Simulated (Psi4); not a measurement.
**SiH2Cl− (SMILES [SiH2-]Cl): levels of theory compared**

Aim: a comparison of 6 runs (HF/6-311G, PBE0/def2-SVP, BLYP/6-311G**, DSD-PBEPBE/pcSseg-2, BMK/cc-pVTZ-F12, CCD/heavy-aug-cc-pVDZ) of SiH2Cl−. 

Program for the calculation: Psi4 1.11.

6 further runs of the same task are left out: 3 that didn't finish, 3 set aside as unsound or not needed.

### 1 The molecule

The species is SiH2Cl− (4 atoms), meant as a singlet with charge -1. As SMILES, `[SiH2-]Cl`. Geometry: relaxed at GFN2-xTB.

Bond lengths: Si1–Cl2 2.290 Å, Si1–H3 1.492 Å, Si1–H4 1.493 Å. Angles: Cl2–Si1–H3 95.2°, Cl2–Si1–H4 94.9°, H3–Si1–H4 98.8°.

### 2 The energy at HF/6-311G (DKH3, density fitting) (run 1)

job.py

```python
import psi4

psi4.set_memory('1600 MB')
psi4.set_num_threads(1)
psi4.core.set_output_file('output.dat', False)

geom = psi4.geometry("""
-1 1
Si    -0.487890     0.431230     0.253920
Cl     1.672110    -0.122480     0.774530
H     -0.971070    -0.977580     0.165380
H     -0.213160     0.668840    -1.193830
units angstrom
no_reorient
no_com
""")

psi4.set_options({
    'basis': '6-311G',
    'relativistic': 'dkh',
    'dkh_order': 3,
})

E, wfn = psi4.energy("scf", return_wfn=True)
print('E =', round(E, 9))
for k, v in sorted(psi4.core.scalar_variables().items()):
    print(f'{k:45s} {v:18.10f}')
```

The run is started by

```bash
$ python job.py
```

output.dat:

```text
[...]
  Running in c1 symmetry.
[...]
  Nuclear repulsion =   71.497305364403644
[...]
  Multiplicity = 1
[...]
  Nalpha       = 17
  Nbeta        = 17
[...]
    Number of basis functions: 48
[...]
   @DF-RHF iter   1:  -751.36842305709047   -6.56556e-01   5.96602e-03 DIIS/ADIIS
[...]
   @DF-RHF iter   8:  -751.40446899977178   -6.03791e-09   1.79838e-07 DIIS
[...]
    Orbital Energies [Eh]
    ---------------------
    Doubly Occupied:
       1A   -104.910962     2A    -68.717717     3A    -10.392996
       4A     -7.797807     5A     -7.795459     6A     -7.795322
       7A     -5.960537     8A     -4.037692     9A     -4.037405
      10A     -4.035689    11A     -0.858333    12A     -0.494135
      13A     -0.289991    14A     -0.272721    15A     -0.246718
      16A     -0.224324    17A     -0.096266
[...]
  @DF-RHF Final Energy:  -751.40446899977178
   => Energetics <=
    Nuclear Repulsion Energy =             71.4973053644036440
    One-Electron Energy =               -1189.8754008618857370
    Two-Electron Energy =                 366.9736264977102564
    Total Energy =                       -751.4044689997717796
[...]
 Multipole Moments:
 ------------------------------------------------------------------------------------
     Multipole            Electronic (a.u.)      Nuclear  (a.u.)        Total (a.u.)
 ------------------------------------------------------------------------------------
 L = 1.  Multiply by 2.5417464519 to convert [e a0] to [Debye]
 Dipole X            :        -39.6594169           38.5715401           -1.0878768
 Dipole Y            :         -7.2939930            6.8905462           -0.4034468
 Dipole Z            :        -30.7438698           29.6563036           -1.0875662
 Magnitude           :                                                    1.5902973
[...]
```

The script printed:

```text
E = -751.404469
CURRENT ENERGY                                   -751.4044689998
CURRENT REFERENCE ENERGY                         -751.4044689998
DD SOLVATION ENERGY                                 0.0000000000
HF KINETIC ENERGY                                 761.9527038555
HF POTENTIAL ENERGY                             -1513.3571728553
HF TOTAL ENERGY                                  -751.4044689998
HF VIRIAL RATIO                                     1.9861563128
NUCLEAR REPULSION ENERGY                           71.4973053644
ONE-ELECTRON ENERGY                             -1189.8754008619
PCM POLARIZATION ENERGY                             0.0000000000
PE ENERGY                                           0.0000000000
SCF ITERATION ENERGY                             -751.4044689998
SCF ITERATIONS                                      8.0000000000
SCF TOTAL ENERGY                                 -751.4044689998
TWO-ELECTRON ENERGY                               366.9736264977
```

Run time: 3.3 s. Hardware: 1 thread of Intel Xeon Platinum 8488C (Sapphire Rapids), shared host; peak memory 0.19 GiB.

### 3 A single-point energy at PBE0/def2-SVP (run 2)

job.in

```
memory 1600 MB

molecule {
  -1 1
  Si
  Cl 1 2.28981
  H 1 1.491995 2 95.20094
  H 1 1.49262 3 98.76384 2 95.78484
  symmetry c1
  no_reorient
  no_com
}

set basis def2-SVP
set reference rks
set puream true
set e_convergence 1e-09
set d_convergence 1e-08
set scf_type pk
set dft_radial_points 99
set dft_spherical_points 590

E, wfn = energy('pbe0', return_wfn=True)
oeprop(wfn, 'WIBERG_LOWDIN_INDICES', 'QUADRUPOLE', 'DIPOLE', title='PBE0')
```

The run is started by

```bash
$ psi4 -n 1 job.in job.out
```

job.out:

```text
[...]
  Running in c1 symmetry.
[...]
  Nuclear repulsion =   71.497302897889298
[...]
  Multiplicity = 1
[...]
  Nalpha       = 17
  Nbeta        = 17
[...]
    Number of basis functions: 46
[...]
   @RKS iter   1:  -750.35604561893888   -3.97268e-01   6.33047e-03 DIIS/ADIIS
[...]
   @RKS iter  10:  -750.41903666278472   -2.50111e-12   7.82602e-09 DIIS
[...]
    Orbital Energies [Eh]
    ---------------------
    Doubly Occupied:
       1A   -101.422989     2A    -66.007504     3A     -9.273032
       4A     -7.011784     5A     -7.006417     6A     -7.006023
       7A     -5.098799     8A     -3.438472     9A     -3.434830
      10A     -3.431791    11A     -0.580231    12A     -0.300027
      13A     -0.143801    14A     -0.141128    15A     -0.102762
      16A     -0.083877    17A      0.009141
[...]
  @RKS Final Energy:  -750.41903666278472
   => Energetics <=
    Nuclear Repulsion Energy =             71.4973028978892984
    One-Electron Energy =               -1188.2487915272247392
    Two-Electron Energy =                 403.9846563093806822
    DFT Exchange-Correlation Energy =     -37.6522043428300819
    Empirical Dispersion Energy =           0.0000000000000000
    VV10 Nonlocal Energy =                  0.0000000000000000
    Total Energy =                       -750.4190366627848334
[...]
 Multipole Moments:
 ------------------------------------------------------------------------------------
     Multipole            Electronic (a.u.)      Nuclear  (a.u.)        Total (a.u.)
 ------------------------------------------------------------------------------------
 L = 1.  Multiply by 2.5417464519 to convert [e a0] to [Debye]
 Dipole X            :          1.2164530           -1.3535616           -0.1371086
 Dipole Y            :         -1.0306590            1.1490174            0.1183584
 Dipole Z            :          4.3554574           -3.5480183            0.8074391
 Magnitude           :                                                    0.8275055
 L = 2.  Multiply by 1.3450342976 to convert [e a0^2] to [Debye ang]
 Quadrupole XX       :        -32.2944213            7.5147997          -24.7796215
 Quadrupole XY       :         -0.6417259            1.4084272            0.7667013
[...]
```

Wall time 6.6 s (1 thread of Intel Xeon Platinum 8488C (Sapphire Rapids), shared host); peak memory 0.47 GiB.

Runs 3 to 5 aren't shown in full; the table further down has their settings and results.

### 4 The energy at CCD/heavy-aug-cc-pVDZ (sfX2C, density fitting, density fitting for correlation) (run 6)

job.dat

```
memory 1.6 GB

molecule geom {
  -1 1
  Si    -0.92197848     0.81490660     0.47983926
  Cl     3.15982995    -0.23145366     1.46364958
  H     -1.83505635    -1.84735846     0.31252291
  H     -0.40281402     1.26392442    -2.25601174
  units au
  no_reorient
  no_com
}

set basis heavy-aug-cc-pVDZ
set scf_type df
set freeze_core true
set cc_type df
set relativistic x2c

e, wfn = energy("ccd", return_wfn=True)
```

The run is started by

```bash
$ psi4 -n 1 job.dat job.out
```

job.out:

```text
[...]
  Running in c1 symmetry.
[...]
  Nuclear repulsion =   71.497305352313518
[...]
  Multiplicity = 1
[...]
  Nalpha       = 17
  Nbeta        = 17
[...]
    Number of basis functions: 64
[...]
    WARNING: The X2C and Dirac Hamiltonians have substatially different eigenvalues!
             This is probably caused by the recontraction of the basis set.
[...]
   @DF-RHF iter   1:  -751.38640111149061   -6.41707e-01   3.03396e-03 DIIS/ADIIS
[...]
   @DF-RHF iter  11:  -751.42352069771778   -1.10276e-11   7.58193e-09 DIIS
[...]
    Orbital Energies [Eh]
    ---------------------
    Doubly Occupied:
       1A   -105.006039     2A    -68.771044     3A    -10.399836
       4A     -7.813554     5A     -7.811806     6A     -7.811680
       7A     -5.955148     8A     -4.036907     9A     -4.035919
      10A     -4.034616    11A     -0.858310    12A     -0.481160
      13A     -0.289043    14A     -0.280614    15A     -0.250635
      16A     -0.225950    17A     -0.091428
[...]
  @DF-RHF Final Energy:  -751.42352069771778
   => Energetics <=
    Nuclear Repulsion Energy =             71.4973053523135178
    One-Electron Energy =               -1189.5342742805880789
    Two-Electron Energy =                 366.6134482305566280
    Total Energy =                       -751.4235206977178905
[...]
 Multipole Moments:
 ------------------------------------------------------------------------------------
     Multipole            Electronic (a.u.)      Nuclear  (a.u.)        Total (a.u.)
 ------------------------------------------------------------------------------------
 L = 1.  Multiply by 2.5417464519 to convert [e a0] to [Debye]
 Dipole X            :        -39.1951554           38.5715401           -0.6236154
 Dipole Y            :         -7.4745131            6.8905461           -0.5839670
 Dipole Z            :        -30.7062985           29.6563037           -1.0499949
 Magnitude           :                                                    1.3536627
[...]
	DF-MP2 Total Energy (a.u.)         :  -751.68414934180805
[...]
```

Wall time 2.8 s (1 thread of Intel Xeon Platinum 8488C (Sapphire Rapids), shared host); peak memory 0.26 GiB.

### 5 All runs side by side

```csv
run,level,integrals,integral approximation,energy (Eh),HOMO energy (eV),LUMO energy (eV),HOMO–LUMO gap (eV),wall time
1,"HF/6-311G (DKH3, density fitting)",df,program's default,-751.404469,-2.62,7.36,9.98,3.3 s
2,PBE0/def2-SVP,pk,none,-750.419037,0.25,5.65,5.40,6.6 s
3,BLYP/6-311G**,pk,none,-750.955726,0.93,4.02,3.08,7.5 s
4,"DSD-PBEPBE/pcSseg-2 (density fitting, density fitting for correlation)",df,program's default,-750.348180,-1.70,6.24,7.94,3.9 s
5,BMK/cc-pVTZ-F12 (ZORA),pk,none,-753.837291,-0.90,3.69,4.59,60 s
6,"CCD/heavy-aug-cc-pVDZ (sfX2C, density fitting, density fitting for correlation)",df,program's default,-751.717612,-2.49,4.79,7.28,2.8 s
```

### 6 Results

| quantity | value |
| --- | --- |
| run 6: total energy | -751.71761 Eh |
| run 6: HOMO energy (Hartree–Fock orbitals) | -2.49 eV |
| run 6: LUMO energy (Hartree–Fock orbitals) | 4.79 eV |
| run 6: HOMO–LUMO gap (to an unbound level, set by the basis) | 7.28 eV |
| run 6: correlation energy (10 core orbitals frozen) | -294.1 mEh |

Over runs 1, 2, 3, 4, 5 the HOMO–LUMO gap runs from 3.08 eV (BLYP/6-311G**) to 9.98 eV (HF/6-311G). The two ends differ in method and basis and Hamiltonian. The empty levels of an anion lie above zero and hang on the basis. Totals of different functionals can't be ranked against each other. Some runs of one species differ in core potentials or relativity; totals across that change don't compare. In runs 2, 3 the HOMO lies above zero, so the outermost electron may be held by the basis alone. All runs together took 84 s, the longest 60 s.
